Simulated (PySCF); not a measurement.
An EPR property job and its printed output. Input:

```
{"job": {"kind": "epr", "basis": "pcH-1"}, "charge": 0, "multiplicity": 2}
S      2.706372    -0.208330    -0.220455
C      0.978758    -0.167288    -0.100353
C      0.047450    -1.184369    -0.238798
C     -1.197354    -0.640958    -0.048936
C     -1.017314     0.816953     0.225901
O      0.387630     1.037761     0.175722
H      2.848213     1.092071     0.022240
H      0.290408    -2.205048    -0.455536
H     -2.150068    -1.124341    -0.081846
H     -1.502262     1.464131    -0.521272
H     -1.386409     1.122088     1.217369
```

Computed with PySCF, UKS B3LYP, pcH-1 on C H O S, non-relativistic, mean-field spin-orbit, GIAO. The structure is a single GFN2-xTB conformer in the gas phase; no vibrational or solvent corrections. Couplings are sensitive to structure, and on GFN2-xTB geometries they can be far from those on DFT ones.

Output of the driver script. Atoms in this output count from 0.

```
UKS, coarse grid
  cycle   1  E = -628.72454585  |g| = 4.24e-01
  cycle   2  E = -628.64348353  |g| = 6.32e-01
  cycle   3  E = -628.79192191  |g| = 8.18e-02
  cycle   4  E = -628.79423431  |g| = 4.16e-02
  cycle   5  E = -628.79512314  |g| = 1.02e-02
  cycle   6  E = -628.79519674  |g| = 5.26e-03
  cycle   7  E = -628.79521951  |g| = 3.06e-03
  cycle   8  E = -628.79522700  |g| = 1.69e-03
  cycle   9  E = -628.79522824  |g| = 2.58e-04
UKS, final grid
  cycle   1  E = -628.79525627  |g| = 3.43e-04
  cycle   2  E = -628.79525618  |g| = 5.47e-04
  cycle   3  E = -628.79525632  |g| = 6.68e-05
  cycle   4  E = -628.79525632  |g| = 1.46e-05
E = -628.79525632 Eh   <S^2> = 0.7682 (exact 0.7500)
g shifts (ppm)      1          2          3
  rmc          -185       -185       -185
  gc             -3         38         40
  oz_so        -137       1580       2797
  total        -326       1432       2652
hyperfine (MHz)  atom isotope    a_iso     a_fc   dipolar eigenvalues
    0   33S       2.37       2.61    -11.38     -7.45     18.82
    1   13C      53.28      53.05    -45.53    -43.26     88.79
    2   13C     -38.28     -38.29    -20.06      9.12     10.94
    3   13C      50.76      50.84    -48.12    -46.22     94.34
    4   13C     -28.92     -28.94     -0.98      0.24      0.74
    5   17O     -13.59     -13.62    -38.85     18.06     20.79
    6    1H      -3.40      -3.42     -1.86     -1.40      3.26
    7    1H       7.02       7.01     -4.24      0.30      3.94
    8    1H     -40.20     -40.20    -23.76      0.21     23.54
    9    1H     104.28     104.28     -3.32     -1.24      4.56
   10    1H     104.50     104.49     -3.32     -1.24      4.56
```

|g| in the SCF lines is the orbital gradient. In the g block, columns 1 to 3 are the principal axes in rising order; rmc is the relativistic mass correction, gc the gauge correction and oz_so the orbital-Zeeman/spin–orbit term. a_fc is the Fermi-contact part of a_iso, the rest being spin–orbit.

(1) Is the state sound, as far as the log shows?

(2) What are the principal g values and g_iso?

(3) Which couplings shape the isotropic spectrum at natural abundance (0.05 mT or more)? Keep the log's numbering.

(4) How large is the spin–orbit part of a_iso for atom 3 (13C)?

## Answers

(1) The SCF converged after 13 cycles in all, 9 of them on the coarse grid; no stability test was run. ⟨S²⟩ = 0.7682 against the exact 0.7500, 2.4 % above the value of a pure doublet state.

(2) Adding the total shifts to 2.002319 gives 2.00199, 2.00375, 2.00497; their mean shift is 1253 ppm, so g_iso = 2.00357.

(3) atoms 9, 10 (1H, I = 1/2): mean 104.4 MHz = 3.72 mT in magnitude, a 1:2:1 triplet; atom 8 (1H, I = 1/2): -40.2 MHz = 1.43 mT in magnitude, a 1:1 doublet; atom 7 (1H, I = 1/2): 7.0 MHz = 0.25 mT in magnitude, a 1:1 doublet; atom 6 (1H, I = 1/2): -3.4 MHz = 0.12 mT in magnitude, a 1:1 doublet. Together 24 lines to first order. Class means assume fast exchange of nuclei equivalent by connectivity; if that motion is slow, each nucleus keeps its own coupling.

(4) a_iso − a_fc = 50.76 − (50.84) = -0.08 MHz.

The species is `C1=C(OC[CH]1)S` [radical]. The run used 210 basis functions and 11 iterations of the response equations. The SMILES `SC1=C[CH]CO1` draws the unpaired electron on C4, whose computed spin population is only +0.58.

Shape of the structure used: `[SH:1][C:2]1=[CH:3][CH:4][CH2:5][O:6]1`: H–S1–C2–C3 180°.
Labels such as C1 count atoms from 1, the log's own numbers from 0.
